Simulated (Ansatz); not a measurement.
One change: `N=CS` becomes `N=[CH][AlH2]`.

Ansatz, PBE0-D4/def2-TZVP geometries, multiplicity 1. Each molecule was computed in one conformer, which needn't be the lowest.

| property | `N=CS` |
| --- | --- |
| HOMO–LUMO gap (PBE/def2-TZVPP) / eV | 4.76 |
| size of the dipole moment (PBE/def2-TZVPP) / D | 1.24 |
| HOMO–LUMO gap (B3LYP/def2-TZVPP) / eV | 6.49 |
| LUMO energy (ωB97M-V/def2-TZVPP) / eV | 1.85 |
| LUMO energy (PBE/def2-TZVPP) / eV | -1.46 |
| HOMO–LUMO gap (PBE0/def2-TZVPP) / eV | 6.96 |

(1) What does the change do to each property? (Estimate.)

Answers

(1) The calculation gave: 
```
                                      property  `N=[CH][AlH2]`  shift
           HOMO–LUMO gap (PBE/def2-TZVPP) / eV            2.69  -2.07
size of the dipole moment (PBE/def2-TZVPP) / D            1.75   0.51
         HOMO–LUMO gap (B3LYP/def2-TZVPP) / eV            4.53  -1.96
         LUMO energy (ωB97M-V/def2-TZVPP) / eV           -0.24  -2.09
             LUMO energy (PBE/def2-TZVPP) / eV           -2.92  -1.46
          HOMO–LUMO gap (PBE0/def2-TZVPP) / eV            4.96  -2.00
```

With PBE0 the HOMO rises by 0.38 eV and the LUMO falls by 1.63 eV, so the gap narrows by about 2.01 eV. PBE moves the HOMO by 0.61 eV and ωB97M-V by 0.22 eV. Dipoles are sizes alone; their direction can turn.

B3LYP here is the variant with VWN-RPA as its local correlation; programs differ in this.
